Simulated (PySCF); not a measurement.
# Electric field gradients and quadrupole coupling constants

Species: C₅H₁₃N.
Geometry (GFN2-xTB, Å), atoms numbered from 1 in this order:
```
atom  x, y, z in Å
C1    -1.8431   -1.4100    0.1780
C2    -1.4436   -0.0079   -0.2721
N3    -0.1245    0.3598    0.2202
C4     0.0356    1.7946    0.3165
C5     0.9516   -0.2476   -0.5470
C6     2.2345   -0.3654    0.2702
H7    -2.8805   -1.6009   -0.0856
H8    -1.7320   -1.4911    1.2555
H9    -1.2269   -2.1732   -0.2896
H10   -2.1605    0.7023    0.1476
H11   -1.5061    0.0658   -1.3725
H12    1.0039    2.0187    0.7581
H13   -0.0264    2.2991   -0.6625
H14   -0.7368    2.2018    0.9678
H15    0.6368   -1.2521   -0.8336
H16    1.1515    0.3187   -1.4754
H17    2.6757    0.6079    0.4670
H18    2.0185   -0.8458    1.2204
H19    2.9625   -0.9653   -0.2706
```

Field gradients from the PBE0/pcSseg-1 density (PySCF, non-relativistic), principal values in atomic units, ordered |Vxx| ≤ |Vyy| ≤ |Vzz|:

```json
{"atom": "N3", "Vxx": "0.6274", "Vyy": "0.6444", "Vzz": "-1.2717"}
```

Q: Find the asymmetry η = (Vxx − Vyy)/Vzz and the couplings χ = eQV/h (234.96 MHz × Q in barn × V in au), with Q(14N) = 0.02044 b.

A: 
```
atom              environment  nucleus     η  χzz (MHz)  χxx (MHz)  χyy (MHz)
  N3  tertiary amine nitrogen      14N  0.01      -6.11       3.01       3.09
```

The gradient is axial or nearly so (η below 0.05) at N3. The tensor is traceless: Vxx + Vyy + Vzz = 0.

Q: What is Vzz at N3 in SI units (1 au = 9.71736 × 10²¹ V/m²)?

A: -1.2717 au = -12.358 × 10²¹ V/m².

Q: What couplings would deuterons (Q(2H) = 0.00286 b) have in place of the hydrogens, at this geometry?

A: 
```json
{"atom": "H7", "bonded to": "C1", "bond length (Å)": "1.087", "Vzz (au)": "0.3171", "η": "0.02", "χzz (kHz)": "213"}
{"atom": "H8", "bonded to": "C1", "bond length (Å)": "1.086", "Vzz (au)": "0.3170", "η": "0.02", "χzz (kHz)": "213"}
{"atom": "H9", "bonded to": "C1", "bond length (Å)": "1.087", "Vzz (au)": "0.3179", "η": "0.03", "χzz (kHz)": "214"}
{"atom": "H10", "bonded to": "C2", "bond length (Å)": "1.093", "Vzz (au)": "0.2970", "η": "0.07", "χzz (kHz)": "200"}
{"atom": "H11", "bonded to": "C2", "bond length (Å)": "1.105", "Vzz (au)": "0.2793", "η": "0.05", "χzz (kHz)": "188"}
{"atom": "H12", "bonded to": "C4", "bond length (Å)": "1.088", "Vzz (au)": "0.3114", "η": "0.06", "χzz (kHz)": "209"}
{"atom": "H13", "bonded to": "C4", "bond length (Å)": "1.103", "Vzz (au)": "0.2834", "η": "0.06", "χzz (kHz)": "190"}
{"atom": "H14", "bonded to": "C4", "bond length (Å)": "1.089", "Vzz (au)": "0.3087", "η": "0.05", "χzz (kHz)": "207"}
{"atom": "H15", "bonded to": "C5", "bond length (Å)": "1.091", "Vzz (au)": "0.3011", "η": "0.07", "χzz (kHz)": "202"}
{"atom": "H16", "bonded to": "C5", "bond length (Å)": "1.106", "Vzz (au)": "0.2772", "η": "0.05", "χzz (kHz)": "186"}
{"atom": "H17", "bonded to": "C6", "bond length (Å)": "1.087", "Vzz (au)": "0.3179", "η": "0.02", "χzz (kHz)": "214"}
{"atom": "H18", "bonded to": "C6", "bond length (Å)": "1.086", "Vzz (au)": "0.3168", "η": "0.02", "χzz (kHz)": "213"}
{"atom": "H19", "bonded to": "C6", "bond length (Å)": "1.087", "Vzz (au)": "0.3171", "η": "0.02", "χzz (kHz)": "213"}
```

Geometry: GFN2-xTB, one conformer, isolated molecule. GFN2-xTB bond lengths can be off by several hundredths of an ångström, more for odd bonds, and the gradients follow them. These gradients aren't converged with respect to the basis.
